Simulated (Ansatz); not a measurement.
Candidates: stishovite (SiO2), rock-salt MgO, rutile TiO2, anatase TiO2 (metastable phase), cubic perovskite BaZrO3, corundum (α-Al2O3). Level: r²SCAN0 in Ansatz (plane waves, PAW).

Ansatz's runs of these crystals have no spin polarisation.

Density-functional gaps are differences of (generalised) Kohn–Sham levels.

Measured gaps can lie in another order.

Levels without +SOC have no spin–orbit coupling; where heavier elements are present it shifts gaps, mostly down, and can invert bands. Cells: r²SCAN0 at the measured cell for 5 of them, at the measured cell (atoms relaxed with PBEsol) for 1 of them. Ansatz's density-functional and Hartree–Fock values are scalar-relativistic unless marked +SOC, with PAW data made under PBE.

**Question.** Order them by their band gap at this level, smallest first.

**Answer.** rutile TiO2 (4.44 eV), anatase TiO2 (metastable phase) (4.67 eV), cubic perovskite BaZrO3 (5.86 eV), rock-salt MgO (7.86 eV), stishovite (SiO2) (9.14 eV), corundum (α-Al2O3) (9.46 eV)

Ansatz is an electronic-structure program.
